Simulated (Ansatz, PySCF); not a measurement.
System: NaCl, net charge 0, singlet state. 
Geometry from a B3LYP-D3(BJ)/def2-TZVP (Ansatz, a first-principles code) optimisation:
SMILES: [Na][Cl]
```xyz
2

Na     0.0000     0.0000    -1.4348
Cl     0.0000     0.0000     0.9284
```
Charge 0, spin multiplicity 1.

Dipole moments at this geometry, in debye (magnitudes).

| level | program | dipole (D) |
|---|---|---|
| HF/def2-TZVPD | PySCF | 9.26 |
| r2SCAN/def2-TZVPD | Ansatz | 8.89 |
| B97M-V/def2-TZVPD | Ansatz | 8.83 |
| BHLYP/def2-TZVPD | Ansatz | 8.95 |
| PW6B95/def2-TZVPD | PySCF | 8.79 |
| CCSD(T)/def2-SVPD | Ansatz | 9.29 |
